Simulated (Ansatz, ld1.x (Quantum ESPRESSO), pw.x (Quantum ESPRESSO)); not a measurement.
# cadmium (Cd): one change to the TM potential, in the atom and in the sc crystal

```json
{"Element": "cadmium (Cd)", "Generator": "ld1.x (Quantum ESPRESSO) 7.5", "Type": "norm-conserving Troullier–Martins (Kleinman–Bylander form)", "Functional": "LDA (PW92)", "Relativity": "scalar-relativistic", "Frozen core": "[Kr]", "Valence charge": "12", "Reference configuration": "4d10 5s2 5p0", "Partial waves": "5s (bound): rc 2.45 bohr; 5p (bound, empty): rc 2.20 bohr; 4d (bound): rc 1.30 bohr", "Local potential": "all-electron potential smoothed inside 2.00 bohr (lloc = -1)", "Core correction": "none"}
```

Change: local potential the d channel.

Cutoffs, loose and tight: the cutoffs (Ry, on a coarse ladder) from which the occupation-weighted sum of valence levels, in a spherical-Bessel basis at the reference potential, stays within 10 and 1 mRy of its value at 400 Ry. They do not see the model core or the augmentation charge, which bear on the density cutoff. Test errors are all-electron minus pseudo excitation energies from the reference, over the configurations 4d10 5s1 5p0; 4d10 5s0 5p0; 4d9 5s0 5p0; 4d10 5s1.5 5p0; 4d9 5s2 5p1; 4d8 5s0 5p0; 4d10 5s1 5p1 (two spin-polarised tests are not counted in the largest error); variants that change the core or the reference have their own tests.

Crystal test: sc Cd in pw.x 7.5, no spin, 12³ k-points, Fermi–Dirac smearing 0.01 Ry, cutoffs set for each file from its atomic test. The reference is all-electron LAPW (Ansatz 0.2.0) with the same functional, mesh and smearing; V0 and B0 come from Birch–Murnaghan fits to the pressures at five volumes. Errors are pseudo minus all-electron; Δ is the rms difference of the E(V) curves that follow from these fits, minima aligned, over ±6 % about the mean V0. Mesh and smearing are coarse, so the numbers serve the comparison and aren't converged zero-temperature values; the lattice is a test structure that the element need not adopt.

All-electron: a0 = 2.855 Å (V0 = 23.28 Å³/atom), B0 = 51.1 GPa.

Does the change bring the crystal closer to the all-electron result?

The mean pressure error goes from -0.53 to -59.62 GPa, so the change moves the solid further from the all-electron pressures.

```csv
quantity,base,changed
outcome (atom),generated,generated
"cutoff, loose (atom)",90 Ry,90 Ry
"cutoff, tight (atom)",140 Ry,120 Ry
bound ghosts (atom),s,"s, p"
largest test error (meV) (atom),+230,-71 over the solved tests; 1 of 9 tests not solved or not reliable
cutoffs in pw.x (Ry),170/680,145/580
a0 (Å),2.845,–
a0 error (%),-0.34,–
B0 error (%),+2.1,–
Δ (meV/atom),2.7,–
mean pressure error (GPa),-0.53,-59.62
```

A dash: not determined, or the minimum lies outside the volumes sampled.

Base: Note: ghost state, extra bound levels that the all-electron valence spectrum of the same l lacks: s at -0.16 eV. A true bound ghost makes a file unfit for plane-wave use. The logarithmic derivative shows an extra or strongly shifted pseudo pole above the reference energy (s near -0.01 Ry, p near 1.73 Ry). Changed file: This is a poor potential for the solid. The pseudo pressure rises with volume over the whole range, a mechanical instability. Note: ghost states, extra bound levels that the all-electron valence spectrum of the same l lacks: s at -152.6 eV, p at -45.4 eV. A true bound ghost makes a file unfit for plane-wave use. Atomic configuration tests: 1 of 9 tests not solved or not reliable. The atomic cutoffs weigh occupied waves only.
